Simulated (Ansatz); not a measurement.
Results of HSE06+SOC (Ansatz, a quantum-chemistry and plane-wave program, plane waves, PAW) for Li2PbGeS4 (I-42m, No. 121; cell taken from a computed entry).

Settings: plane-wave cutoff 460 eV, 4×4×4 k mesh, Fermi–Dirac smearing 0.01 eV, PAW data made under PBE.

Cell (relaxed with PBEsol):

```cif
data_Ge2Li4Pb2S8
_chemical_formula_sum 'Li4 Ge2 Pb2 S8'
_space_group_name_H-M_alt 'I-42m'
_space_group_IT_number 121
_space_group_name_Hall 'I -4 2'
_cell_length_a 6.49742
_cell_length_b 6.49742
_cell_length_c 7.67842
_cell_angle_alpha 90.000
_cell_angle_beta 90.000
_cell_angle_gamma 90.000
loop_
_atom_site_label
_atom_site_type_symbol
_atom_site_symmetry_multiplicity
_atom_site_Wyckoff_symbol
_atom_site_fract_x
_atom_site_fract_y
_atom_site_fract_z
_atom_site_occupancy
Li1 Li 4 d 0.00000 0.50000 0.25000 1
Ge1 Ge 2 b 0.00000 0.00000 0.50000 1
Pb1 Pb 2 a 0.00000 0.00000 0.00000 1
S1 S 8 i 0.19842 0.19842 0.33465 1
```
(The calculation used a cell of 8 atoms; values per cell refer to that cell.)

Q: Estimate the band gap, smallest direct gap on the k points sampled and direct gap at Γ that the calculation returns.

A: 
* **band gap**: 2.19 eV (indirect)
* **smallest direct gap on the k points sampled**: 2.23 eV
* **direct gap at Γ**: 5.05 eV

Note: cell and atoms aren't relaxed at this level (largest force component 0.14 eV/Å, pressure 0.8 GPa).

The computed numbers hold no vibrational or temperature effects.
